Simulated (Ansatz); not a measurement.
Born–Oppenheimer molecular dynamics of CH6BF (9 atoms, charge 0, multiplicity 1). It starts at the highest image of a converged band. Of that band: Neighbouring images differ by up to 1.6 eV, so the band resolves the path poorly. A vibrational analysis at the climbing image gives one clearly imaginary mode, 1252i cm⁻¹: a first-order saddle point.

The calculation used RKS B3LYP/def2-TZVP in Ansatz.

```json
{"ensemble": "NVE (velocity Verlet)", "time step": "0.5 fs", "steps asked": "200", "starting velocities drawn for": "300 K", "seed": "4743"}
```

First frame:

```xyz
9
Properties=species:S:1:pos:R:3
B -0.057 -0.316 0.178
C -0.020 -0.027 1.933
H -0.994 -0.110 2.413
H 0.745 -0.508 2.546
H 0.253 1.023 1.845
F 1.138 0.069 -0.376
H -1.093 0.114 -0.216
H -0.187 -1.611 0.088
H -0.023 -1.207 1.077
```

Problem. How far do the bonds stretch over the last three quarters of this one trajectory? (Pairs bonded in most of those frames.)

Solution. 
```
 bond  mean (Å)  spread (Å)  shortest  longest
B1–C2     1.562       0.050      1.48     1.64
B1–F6     1.339       0.033      1.28     1.39
B1–H7     1.205       0.022      1.17     1.24
C2–H3     1.103       0.030      1.05     1.16
C2–H4     1.096       0.008      1.08     1.11
C2–H5     1.097       0.018      1.06     1.13
H8–H9     0.750       0.027      0.71     0.79
```

Mean temperature of the second half: 1602 K. The conserved energy stayed within 0.18 meV per atom of its start (net change 0.061 meV per atom), so the integration is sound. The kinetic energy rose, since the run started high on the potential surface and went downhill. It ends in pieces (CH4BF + H2), so much of that is their flight and rotation, not heat. A run of 0.1 ps of so small a system gives no equilibrium averages. The orbitals stay closed-shell, which can raise the energy where a bond breaks towards radicals; this wasn't checked here.

Time of the run: 3 min on 4 threads of Arm Neoverse V1 (shared host), peak memory 0.21 GiB.
